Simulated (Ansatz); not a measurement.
# CH5FSi: the cost of one run

Computed with Ansatz 0.2.0, Gaussian basis. Level: PBE0-D4/def2-TZVP structures, single points in def2-TZVPP, no counterpoise correction.

Levels: SPW92, PBE-D4, BLYP-D4, r2SCAN-D4, B97M-V, PBE0-D4, B3LYP-D4, r2SCAN0-D4, BHLYP-D4, CAM-B3LYP-D4, wB97X-V, wB97M-V, B2PLYP, PBE-QIDH, RPA on PBE, Hartree-Fock, MP2, CCSD, CCSD(T).

Cores are frozen in the correlated methods. B3LYP uses VWN-RPA correlation. B2PLYP carries no dispersion term here.

95 further runs of the same task are left out: 1 that didn't finish, 94 set aside as unsound or not needed.

### 1 The starting structure

The complex: 10 atoms, charge 0, spin multiplicity 1.

Atoms are counted from 1 here; the program's logs count them from 0.

Bond lengths: Si1–H3 1.485 Å, Si1–H4 1.485 Å, Si1–C5 1.853 Å, Si1–F7 1.606 Å, H2–H6 0.747 Å, C5–H8 1.092 Å, C5–H9 1.094 Å, C5–H10 1.092 Å. Angles: H3–Si1–H4 109.7°, H3–Si1–C5 111.6°, H3–Si1–F7 107.2°, H4–Si1–C5 111.6°, H4–Si1–F7 107.1°, C5–Si1–F7 109.3°, Si1–C5–H8 111.1°, Si1–C5–H9 110.0°, Si1–C5–H10 111.0°, H8–C5–H9 108.1°, H8–C5–H10 108.5°, H9–C5–H10 108.1°.

As a file:

```xyz
10

Si   -0.6903   -0.6075    0.6068
H     2.8246   -0.5908   -1.1135
H    -0.7090   -1.7622   -0.3262
H    -1.8267   -0.7117    1.5569
C    -0.7085    1.0061   -0.3039
H     2.6043   -0.6412   -0.4016
F     0.6594   -0.7150    1.4702
H    -0.6735    1.8490    0.3900
H    -1.6241    1.0916   -0.8960
H     0.1438    1.0817   -0.9828
```

Its parts: CH5FSi holds atoms 1, 3, 4, 5, 7, 8, 9, 10; H2 holds atoms 2, 6. Each part counts its atoms afresh in its own runs.

### 2 Relaxing CH5FSi alone

Input file relax-a/in.yaml:

```yaml
crystal:
  periodic: [false, false, false]
  atoms:
    - {symbol: Si, position_ang: [-0.690257, -0.607543, 0.606779]}
    - {symbol: H, position_ang: [-0.708988, -1.762212, -0.326220]}
    - {symbol: H, position_ang: [-1.826686, -0.711670, 1.556897]}
    - {symbol: C, position_ang: [-0.708461, 1.006125, -0.303907]}
    - {symbol: F, position_ang: [0.659435, -0.714959, 1.470240]}
    - {symbol: H, position_ang: [-0.673527, 1.848995, 0.390025]}
    - {symbol: H, position_ang: [-1.624100, 1.091596, -0.896015]}
    - {symbol: H, position_ang: [0.143824, 1.081693, -0.982785]}
basis:
  gaussian: {orbitals: def2-TZVP}
hamiltonian: {xc: pbe0, dispersion: d4}
relax: {f_tol: 0.005, max_steps: 200}
```

Command:

```sh
$ ansatz run in.yaml --threads 2 --pin off --events-out ev --progress --plain --max-ram 4352MiB
```

**Question.** How long does this run take on 2 threads of Arm Neoverse V2, shared host?

About 7 s.
